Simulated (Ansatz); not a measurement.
**H2Si–BH, triplet in cc-pVDZ: errors against UCCSDT(Q)**

Geometry: that of the H2Si–BH, singlet, kept fixed. The singlet lies 0.8 eV lower here.

```xyz
5

Si    0.0000    0.0000    0.5052
B     0.0000    0.0000   -1.3160
H     0.0000    1.2660    1.2662
H     0.0000   -1.2660    1.2662
H     0.0000    0.0000   -2.4954
```

Basis cc-pVDZ; Ansatz 0.2.0. Only valence electrons are correlated (noble-gas cores frozen), which leaves 10 electrons in 41 orbitals. R marks a restricted (for open shells ROHF) determinant, U an unrestricted one. Active spaces: valence = (10e, 11o) chosen from the atoms' valence shells.

Full CI isn't at hand for all of this; UCCSDT(Q) serves as the reference, and is uncertain by about the last step of the cluster series. The frozen core follows each run's orbitals, which can shift R against U totals by a few meV.

For open shells CISD is restricted-active-space CI with the open shells as a complete middle space.

- UHF ⟨S²⟩: 2.015
- T1 diagnostic (RCCSD): 0.0174
- largest doubles amplitude (RCCSD): 0.045
- T1 diagnostic (UCCSD): 0.0137

| level | E − E(RHF) (eV) |
| --- | --- |
| UHF | -0.1161 |
| RMP2 | -4.2160 |
| UMP2 | -4.2052 |
| RCCSD | -5.2106 |
| UCCSD | -5.2132 |
| RCCSD(T) | -5.3461 |
| UCCSD(T) | -5.3463 |

(1) Estimate how far UCCSDT(Q) in cc-pVDZ lies from RCCSD(T). The table doesn't fix it; the size of (T) and the diagnostics are the guide.

(1) UCCSDT(Q) in cc-pVDZ lies 0.86 kcal/mol below RCCSD(T), which is 27 % of the (T) step (-3.13 kcal/mol). The diagnostics give no warning, yet the rest is a sizeable part of (T).

The other levels:

```tsv
level	E − E(UCCSDT(Q)) (kcal/mol)	share of correlation (%)	wall time
CISD	11.91	90.40	2.7 s
BCCD(T)	0.85	99.31	3.7 s
RCCSDT	0.15	99.88	–
UCCSDT	0.14	99.89	–
RCCSDT(Q)	0.01	99.99	12 s (H100)
CASSCF (valence space)	78.68	36.62	–
NEVPT2 (valence space)	21.40	82.76	7.5 s (H100)
MRCISD (valence space)	5.22	95.80	–
MRCISD+Q (valence space)	0.55	99.56	28 s (H100)
```

The correlation energy at UCCSDT(Q), counted from RHF, is -5.383 eV. That run took 11 s on 2 threads of AMD EPYC 7R13 with a shared H100 80 GB, shared host.

Times hold each run's SCF and search for its determinant on a shared host, so for small cases they say little of a method's own cost; rows without a card ran on 1 thread of AMD EPYC 7R13.

Natural occupations of CASSCF (valence space) about the gap: 1.982 1.977 1.973 1.966 0.999 0.992 0.038 0.022 0.018 0.017; effectively unpaired electrons, Σ n²(2−n)², 2.02.
